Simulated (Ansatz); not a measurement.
System: fcc Ag. Method: BLYP (Ansatz, a first-principles code, plane waves, PAW).

Settings: plane-wave cutoff 520 eV, 24×24×24 k mesh, Fermi–Dirac smearing 0.05 eV, no spin polarisation, scalar-relativistic PAW data made under PBE.

The volume scan:

| V (Å³/atom) | E − E_lowest (meV/atom) |
|---|---|
| 18.108 | 17.36 |
| 18.493 | 7.38 |
| 18.879 | 1.78 |
| 19.264 | 0.00 |
| 19.649 | 1.54 |
| 20.034 | 5.98 |
| 20.420 | 12.94 |

Q: What bulk modulus B0 and pressure derivative B′ does a third-order Birch–Murnaghan fit give?

A: V0 = 19.269 Å³/atom, B0 = 68.9 GPa, B′ = 5.9 (fit to the energies at full precision).

Measured, for comparison: bulk modulus 110 GPa (corrected for temperature and zero-point phonon effects, our sources range from 104 to 111; as tabulated in Levämäki et al. (2014), arXiv:1402.3671); equilibrium volume per atom 16.76 Å³/atom (static lattice: zero-point anharmonic expansion removed; as tabulated in Mejia-Rodriguez and Trickey (2018), arXiv:1807.09216). Computed (rounded) less measured: bulk modulus -37 % (-34 % to -38 % over the range), equilibrium volume per atom +15.0 %.

Note: the cell is over a tenth larger than the published one: the level's own overestimate first of all, though another phase or state, or a fault of the published cell, is possible.

The computed numbers hold no vibrational or temperature effects.
